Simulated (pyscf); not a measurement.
Thermochemistry of product channels of `[OH][Si]([F])([F])[F]` + `[F]` [doublet] on the doublet surface, in kcal/mol, from CCSD(T)/def2-TZVPP + ΔMP2(QZVPP) energies (ideal gas, 1 atm, RRHO with modes under 100 cm⁻¹ raised to 100, one conformer, R ln 2 for chiral ones without a mode under 150 cm⁻¹). Optimised with ωB97X-D3(BJ)/def2-SVP in PySCF. Correlated levels are frozen-core, on RHF or UHF. ΔMP2 is the change of the MP2 total energy from the triple- to the quadruple-zeta basis.

```tsv
products	ΔE	ΔH(298 K)	ΔG(298 K)	ΔG(1200 K)
`[O][Si]([F])([F])[F]` [doublet] + `[FH]`	?	-8.7	-10.2	-14.2
`[OH]` [doublet] + `[F][Si]([F])([F])[F]`	-23.2	-24.6	-24.1	?
```

Fill in the missing entries.


- `[O][Si]([F])([F])[F]` [doublet] + `[FH]`, ΔE: -7.6
- `[OH]` [doublet] + `[F][Si]([F])([F])[F]`, ΔG(1200 K): -21.5

These are energies of the channels, which say nothing of barriers. The CCSD(T) − MP2 part came from Ansatz, without density fitting, on the same reference. Left out: orbital degeneracy and the spin-orbit lowering of F, OH.
